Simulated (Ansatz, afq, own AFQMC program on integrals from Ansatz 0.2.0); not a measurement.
# AlP, triplet: AFQMC among the cluster methods

```xyz
2

Al    0.0000    0.0000    0.0000
P     0.0000    0.0000    2.6410
```

Basis 6-31G. Only valence electrons are correlated. Ansatz 0.2.0 and our own AFQMC program on the same integrals; the CISD trial comes from CCSD amplitudes, and released means the phaseless constraint is let go. Uncertainties: one standard error, sampling alone.

Determinant: UHF, the one that the program's search chose, which needn't be the lowest solution. The geometry is a point of a scan.

Full CI on the same integrals is exact in this basis and with this determinant's frozen core.

Cautions: lower spins were not checked; the released energies are still falling, so no released level is given (meV from the phaseless value at times in 1/Eh: -2 ± 3 at 0.24, -2 ± 3 at 0.51, -5.0 ± 2.3 at 0.99, -6.3 ± 2.2 at 1.62, -8.4 ± 2.0 at 2.40), though the last usable value meets full CI within the noise.

The T1 diagnostic is 0.0248. The weight of the determinant in the CISD state is 0.902. The ⟨S²⟩ of the determinant is 2.041. The size of the correlated space is 8 electrons in 16 orbitals.

Reference: full CI, correlation energy -1.964 eV.

| level | E − E(reference) (kcal/mol) | share of correlation (%) |
| --- | --- | --- |
| HF | 45.29 | 0.00 |
| MP2 | 15.07 | 66.73 |
| CCSD | 1.27 | 97.20 |
| CCSD(T) | 0.41 | 99.09 |
| CCSDT | 0.07 | 99.85 |
| CCSDT(Q) | 0.00 | 99.99 |
| CCSDTQ | 0.00 | 100.00 |
| ph-AFQMC/CISD | 0.23 ± 0.06 | 99.48 |

CCSDT and higher add their correlation energy to the determinant of the CCSD(T) run, since their own runs factorise the integrals more tightly (a shift of under 2 meV). A walk keeps the symmetry of its determinant, which the program's search chose and which needn't be the lowest solution, so a lower state of the same spin and another symmetry isn't excluded.
